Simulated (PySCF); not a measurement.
# Oxygen: a sound run and one with changed settings

Sound run: O [He] 2s2 2p4, O⁺ [He] 2s2 2p3. Computed with PySCF 2.14 in def2-SVP (3s2p1d, 14 functions), with the non-relativistic Hamiltonian (point nucleus). The sound run starts from symmetry-adapted Hartree-Fock orbitals and uses a fine grid where one is needed.

A second run was set up differently.

| species | method | sound run (hartree) | changed run (hartree) | converged |
| --- | --- | --- | --- | --- |
| O | UHF | -74.72010 | -74.72010 | yes |
| O | B3LYP | -75.00076 | -75.00536 | yes |
| O | M06-2X | -74.97256 | -75.00075 | yes |
| O⁺ | UHF | -74.27607 | -74.27607 | yes |
| O⁺ | B3LYP | -74.48553 | -74.49241 | yes |
| O⁺ | M06-2X | -74.47163 | -74.50337 | yes |

Ionisation energy of O:

```json
{"method": "UHF", "sound run (eV)": "12.083", "changed run (eV)": "12.083"}
{"method": "B3LYP", "sound run (eV)": "14.020", "changed run (eV)": "13.958"}
{"method": "M06-2X", "sound run (eV)": "13.631", "changed run (eV)": "13.535"}
```

Q: What was changed?
A. too few SCF iterations
B. level shift left on
C. a valence shell is frozen
D. radial grid too coarse

A: D. It used radial step 0.5 in ln r (0.13 in the sound run). A coarse radial grid mis-integrates the density and the exchange-correlation energy, with errors of either sign; Hartree-Fock needs no grid.
